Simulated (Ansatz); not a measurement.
**SiH2 (SMILES [H][Si][H]) at BCCD(T)/cc-pVDZ**

Aim: the energy change on altering one bond length of SiH2 at BCCD(T)/cc-pVDZ, from 2 runs. 

The calculation is run with Ansatz 0.2.0.

61 further runs of the same task are left out: 61 set aside as unsound or not needed.

## 1. Starting point

The species is SiH2 (3 atoms), meant as a singlet with charge 0. As SMILES, `[H][Si][H]`. The coordinates come from a GFN2-xTB relaxation.

Bond lengths: Si1–H2 1.486 Å, Si1–H3 1.485 Å. Angles: H2–Si1–H3 97.1°.

## 2. A single-point energy at BCCD(T)/cc-pVDZ

Contents of input.yaml:

```yaml
crystal:
  periodic: [false, false, false]
  atoms:
    - symbol: Si
      position_ang: [0.005220, -0.008160, -0.655700]
    - symbol: H
      position_ang: [1.110230, -0.020010, 0.337410]
    - symbol: H
      position_ang: [-1.115450, 0.028170, 0.318290]
basis:
  gaussian:
    orbitals: cc-pVDZ
correlation:
  method: bccd_t
  frozen_orbitals: {H: 0, Si: 5}
accuracy: high
scf:
  omitted_lower_state_checks: [cluster_reference, increment]
```

Started as:

```console
$ ansatz run input.yaml --threads 1 --pin off --max-ram 2610MiB --events-out events.jsonl --progress --plain --runs-dir runs
```

Log (excerpt; [...] marks lines left out):

```text
Warning: RAYON_NUM_THREADS=1 ignored (pool sized by the plan → 1); use --threads N
Functional definition: HF
  name "HF"
[...]
555 factors; integrals over basis functions are off by at most 2.7e-9 eV
[...]
mean field -7891.77251588 eV, -290.0172907229 hartree, gradient 2.2e-8 eV, S^2 0.000000; 0 other end points of the search recorded, 0 dependent functions left out; unrestricted orbitals would lower it
5 core orbitals not correlated: weight in the atoms' cores, before any rotation towards them, 1.000 or more for the frozen orbitals, at most 0.000 for the correlated occupied ones
reference -7891.77251588 eV, -290.0172907229 hartree; 3, 3 occupied and 20, 20 virtual orbitals, 555 factors
second order -2.39131386 eV of doubles, -0.00000000 eV of singles
cycle   1  -2.92385595 eV  change   -5.3e-1 eV  update   6.3e-2
[...]
cycle  20  -3.15976040 eV  change   4.9e-10 eV  update  4.3e-10
perturbative correction -0.06152695 eV, -0.0022610736 hartree
Total energy: -7894.99380323 eV, -290.1356708495 hartree
Checks for a lower state left out: cluster_reference, increment
```

Run time: 0.81 s. Hardware: 1 thread of Arm Neoverse V1, shared host.

## 3. The distorted shape at the same level

Contents of molecule.yaml:

```yaml
basis:
  gaussian: {orbitals: cc-pVDZ}
crystal:
  periodic: [false, false, false]
  atoms:
    - symbol: Si
      position_ang: [0.285369, -0.017242, -0.899181]
    - symbol: H
      position_ang: [1.390379, -0.029092, 0.093929]
    - symbol: H
      position_ang: [-1.115450, 0.028170, 0.318290]
correlation: {method: bccd_t, frozen_orbitals: {H: 0, Si: 5}}
accuracy: high
scf: {omitted_lower_state_checks: [cluster_reference, increment]}
```

Started as:

```console
$ ansatz run molecule.yaml --threads 1 --pin off --max-ram 2610MiB --events-out events.jsonl --progress --plain --runs-dir runs
```

Log (excerpt; [...] marks lines left out):

```text
Warning: RAYON_NUM_THREADS=1 ignored (pool sized by the plan → 1); use --threads N
Functional definition: HF
  name "HF"
[...]
548 factors; integrals over basis functions are off by at most 3.9e-9 eV
[...]
mean field -7891.18930108 eV, -289.9958579744 hartree, gradient 6.8e-8 eV, S^2 0.000000; 0 other end points of the search recorded, 0 dependent functions left out; unrestricted orbitals would lower it
5 core orbitals not correlated: weight in the atoms' cores, before any rotation towards them, 1.000 or more for the frozen orbitals, at most 0.000 for the correlated occupied ones
reference -7891.18930108 eV, -289.9958579744 hartree; 3, 3 occupied and 20, 20 virtual orbitals, 548 factors
second order -2.41823384 eV of doubles, -0.00000000 eV of singles
cycle   1  -2.96873725 eV  change   -5.5e-1 eV  update   6.8e-2
[...]
cycle  23  -3.23714873 eV  change   1.3e-10 eV  update  1.5e-10
perturbative correction -0.07319915 eV, -0.0026900190 hartree
Total energy: -7894.49964896 eV, -290.1175110151 hartree
Checks for a lower state left out: cluster_reference, increment
```

It took 0.44 s on 1 thread of Arm Neoverse V1, shared host.

## 4. What came out

Level: BCCD(T)/cc-pVDZ, 5 core orbitals frozen.

```
                                                          quantity          value
                                         first shape: total energy  -290.13567 Eh
          first shape: correlation energy (5 core orbitals frozen)     -118.4 mEh
                                       first shape: (T) correction      -2.26 mEh
                                     distorted shape: total energy  -290.11751 Eh
      distorted shape: correlation energy (5 core orbitals frozen)     -121.7 mEh
                                   distorted shape: (T) correction      -2.69 mEh
energy change with the Si1–H3 bond stretched from 1.485 to 1.856 Å       0.494 eV
```

**Reading.** With the Si1–H3 bond stretched from 1.485 to 1.856 Å the energy rises by 0.49 eV (47.7 kJ/mol). The first shape isn't relaxed at this level, so the change isn't measured from a minimum. The restricted solution (first shape) is unstable to spin breaking: an unrestricted one lies lower. The triples (first shape) make up 1.9 % of the correlation energy. The restricted solution (distorted shape) is unstable to spin breaking: an unrestricted one lies lower. The triples (distorted shape) make up 2.2 % of the correlation energy.
